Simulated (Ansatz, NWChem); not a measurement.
**NWChem → Ansatz**

This NWChem 7.3.0 job computes SiH4 (silane):

h4si.xyz:
```
5
H4Si
Si    -0.374786    -1.106999     0.211172
H      0.592814    -1.795399     1.102172
H     -1.705786    -1.062099     0.867272
H     -0.479886    -1.847299    -1.071328
H      0.468500     1.383800    -0.264200
```

run.py:
```python
from ase.io import read
from ase.calculators.nwchem import NWChem

mol = read('h4si.xyz')

calc = NWChem(
    label='h4si',
    theory='dft',
    memory='2200 mb',
    basis='cc-pVTZ',
    basispar='spherical bse',
    dft={'xc': 'wb97x', 'mult': '1', 'grid': 'fine', 'convergence': 'energy 1e-08', 'iterations': '100', 'mulliken': None},
    task='energy',
)
mol.calc = calc

print("Total energy (eV):", round(mol.get_potential_energy(), 6))
print("dipole (e A):", mol.get_dipole_moment().round(4))
```

```bash
$ export ASE_NWCHEM_COMMAND="nwchem PREFIX.nwi > PREFIX.nwo"
$ python run.py
```

The Si1–H5 distance was set to 2.672 Å, away from the relaxed value.

A bond is far stretched, where a restricted reference may be unsound.

It gives a total energy of -291.754096 Eh.

**Question.** Write the same calculation for Ansatz 0.2.0 as an input file of the program's own.

**Answer.** One way, which was run:

input.yaml:
```yaml
crystal:
  periodic: [false, false, false]
  atoms:
    - {symbol: Si, position_ang: [-0.374786, -1.106999, 0.211172]}
    - {symbol: H, position_ang: [0.592814, -1.795399, 1.102172]}
    - {symbol: H, position_ang: [-1.705786, -1.062099, 0.867272]}
    - {symbol: H, position_ang: [-0.479886, -1.847299, -1.071328]}
    - {symbol: H, position_ang: [0.468500, 1.383800, -0.264200]}
basis:
  gaussian: {orbitals: cc-pVTZ}
hamiltonian: {xc: {name: wB97X}}
accuracy: high
output: {orbitals: {seedname: orbitals}}
```

```bash
$ ansatz run input.yaml --threads 1 --pin off --max-ram 3480MiB --events-out events.jsonl --progress --plain --runs-dir runs
```

Its energy is -291.754118 Eh, 0.022 mEh from the first.
